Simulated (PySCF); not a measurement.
Level of theory and gas-phase deprotonation enthalpies: dimethyl ether

Structure: `COC` (C2H6O). Coordinates in Å; atoms count from 1 in this order:
```
C     1.1673    0.0473   -0.0221
O    -0.0145    0.2542   -0.7315
C    -1.1636   -0.0130    0.0111
H     1.2689   -1.0049    0.3107
H     1.2298    0.6984    0.8726
H     2.0071    0.2866   -0.6890
H    -1.2008   -1.0689    0.3457
H    -2.0340    0.1822   -0.6303
H    -1.2334    0.6341    0.9082
```

All levels share the PBE0-D3(BJ)/ma-def2-SVP structures and the PBE0-D3(BJ)/ma-def2-SVP thermal terms; only the single-point energies (PySCF) change. Values are gas-phase deprotonation enthalpies (298 K, kJ/mol).

deprotonation enthalpy (ΔH): the gap is larger than usual, and may come from another state, site, conformer or species, from the functional or basis, or from an outlying measurement.

Measured (NIST Chemistry WebBook): deprotonation enthalpy (ΔH) 1703 kJ/mol.

```tsv
level	C1	time
TPSS/ma-def2-TZVP (grid 3)	1721	33 s
OPBE/6-311++G(2d,2p)	1732	16 s
ωB97X-D3(BJ)/ma-def2-TZVP	1738	–
LC-ωPBE/ma-def2-TZVP	1744	18 s
```

Times are wall times for all single points of a level on 1 thread of Arm Neoverse V1, a shared host; the dash marks the run that also made the structures. LC-ωPBE, OPBE, TPSS ran on a slower path of this set-up, which computes the density-fitting integrals anew in every SCF cycle while the other levels store them. So the times needn't show the usual order of cost, and those levels read slower than they are.

The spread: 23 kJ/mol, from 1721 to 1744.
